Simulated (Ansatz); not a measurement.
Geometry optimisation, RKS PBE0-D4/def2-SVP in Ansatz.

Input:

```yaml
crystal:
  periodic: [false, false, false]
  atoms:
    - { symbol: B, position_ang: [0.0, 0.0, 0.0] }
    - { symbol: C, position_ang: [1.0599, 0.0, 1.4549] }
    - { symbol: H, position_ang: [0.0603, -0.3092, 1.8254] }
    - { symbol: H, position_ang: [1.8275, -0.7111, 1.8254] }
    - { symbol: H, position_ang: [1.2919, 1.0203, 1.8254] }
    - { symbol: H, position_ang: [1.3894, 0.0, -0.0408] }
    - { symbol: H, position_ang: [-1.0305, 0.0, -0.595] }
basis:
  gaussian: { orbitals: def2-SVP }
hamiltonian:
  xc: pbe0
  dispersion: d4
relax:
  f_tol: 0.15
  max_steps: 25
  restrain:
    - { distance: [1, 5], at: 2.31, k: 30.0 }
    - { distance: [0, 1], at: 1.6, k: 30.0 }
    - { distance: [0, 5], at: 1.19, k: 30.0 }
output:
  orbitals: {}
```

Launched with:

```bash
$ ansatz run input.yaml --threads 1 --pin off --max-ram 2048MiB --backend cpu --events-out ev --progress --plain --runs-dir out
```

Question: Where does it end, and by what steps?

Answer: The run converged. The restraints hold the end off the free minimum; the threshold counts their pulls, which the force column leaves out. Restrained pairs: C2–H6 (1.53 → 2.33 Å), B1–C2 (1.80 → 1.57 Å), B1–H6 (1.39 → 1.19 Å). After 5 steps the energy has fallen by 5.161 eV (the restraints' own energy left out); H6 moved furthest, 0.67 Å.

```tsv
step	energy less start (eV)	largest force component (eV/Å)	accepted
0	0.0000	6.744	yes
1	-1.8690	5.349	yes
2	-3.3150	3.356	yes
3	-4.7594	1.477	yes
4	-5.1477	0.797	yes
5	-5.1609	0.794	yes
```

```xyz
7
Properties=species:S:1:pos:R:3
B 0.402 -0.005 0.034
C 0.788 -0.039 1.557
H -0.014 -0.281 2.276
H 1.653 -0.702 1.724
H 1.165 0.975 1.800
H 1.339 0.063 -0.703
H -0.734 -0.010 -0.392
```

The run took 8.3 s on 1 thread of Arm Neoverse V1, on a shared host, peak memory 0.11 GiB.
